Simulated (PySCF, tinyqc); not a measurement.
Starting guesses with DIIS over 6 matrices: SCF starting guesses in the sto-3g basis, for H2O, spin multiplicity 1. Computed by the program tinyqc with PySCF. 

Geometry (angstrom):
```
atom,x,y,z
O,0.0000,0.0000,0.0000
H,0.0000,1.1200,0.6890
H,0.0000,-1.1200,0.6890
```

lowest restricted solution found by these runs and by PySCF = -74.813939 hartree

RHF with one setting changed at a time; a run stops when the energy changes by less than 1e-09 hartree and the error matrix is below 1e-5. Starts: the lowest orbitals of the core Hamiltonian, of the Wolfsberg-Helmholz matrix (K = 1.75), projected atomic densities, random orbitals, and the highest orbitals of the core Hamiltonian (a deliberately bad start).

Largest element of the error matrix X^T (FDS - SDF) X:
```
iteration,core,Wolfsberg-Helmholz,atomic densities,random,highest core orbitals
1,4.2e-01,5.2e-01,6.4e-01,7.2e+00,3.1e-01
2,4.6e-01,1.6e-01,2.3e-01,5.1e-01,4.8e-01
3,8.7e-02,3.2e-02,4.5e-02,1.8e-01,5.2e-01
4,1.8e-02,4.3e-03,5.1e-03,5.5e-02,5.0e-01
5,8.4e-03,8.9e-04,2.8e-04,2.3e-02,5.0e-01
6,1.5e-04,6.5e-05,1.0e-04,8.5e-03,4.9e-01
8,2.8e-06,3.5e-08,4.0e-08,5.7e-04,2.3e-01
10,-,-,-,6.9e-05,6.1e-02
14,-,-,-,-,1.2e-05
```

How each run ends:
```
run,iterations,E (hartree),state
core,9,-74.813939,lowest found
Wolfsberg-Helmholz,8,-74.813939,lowest found
atomic densities,8,-74.813939,lowest found
random,12,-74.813939,lowest found
highest core orbitals,15,-74.813939,lowest found
```

5 of 5 runs reach the lowest restricted solution found, in 8 to 15 iterations (fastest: Wolfsberg-Helmholz, atomic densities). The first errors are 4e-01, 5e-01, 6e-01, 7e+00, 3e-01; the deliberately bad start has the smallest one, so a small first error does not mark a good start. The restricted reference is unstable here: a spin-polarised solution lies 0.0087 hartree lower (PySCF), so results built on it describe a poor reference.
